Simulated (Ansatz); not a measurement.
Tetradymite Bi₂Se₃ was calculated with PBE-D3(BJ) (PAW; Ansatz, an electronic-structure program).

Settings: plane-wave cutoff 500 eV, 12×12×12 k mesh, Fermi–Dirac smearing 0.05 eV, scalar-relativistic PAW data made under PBE.

Cell (relaxed at this level):

```cif
data_Bi2Se3
_chemical_formula_sum 'Bi2 Se3'
_space_group_name_H-M_alt 'P 1'
_space_group_IT_number 1
_cell_length_a 9.78855
_cell_length_b 9.78855
_cell_length_c 9.78855
_cell_angle_alpha 24.439
_cell_angle_beta 24.439
_cell_angle_gamma 24.439
loop_
_space_group_symop_operation_xyz
  'x, y, z'
loop_
_atom_site_label
_atom_site_type_symbol
_atom_site_fract_x
_atom_site_fract_y
_atom_site_fract_z
_atom_site_occupancy
Bi1 Bi 0.40083 0.40083 0.40083 1
Bi2 Bi 0.59917 0.59917 0.59917 1
Se1 Se 0.00000 0.00000 0.00000 1
Se2 Se 0.21061 0.21061 0.21061 1
Se3 Se 0.78939 0.78939 0.78939 1
```

Q: What does this level give for the band gap?

A: 
* **band gap**: 0.17 eV (on the SCF k mesh)

Measured, for comparison: band gap 0.3 eV (temperature not stated, not corrected to a static lattice; as tabulated in Park and Ryu (2016), arXiv:1610.06451).

Spin–orbit coupling is not included; with these elements it can move the gap by several tenths of an eV or more.

Cost on a shared machine: roughly 13 core-minutes.
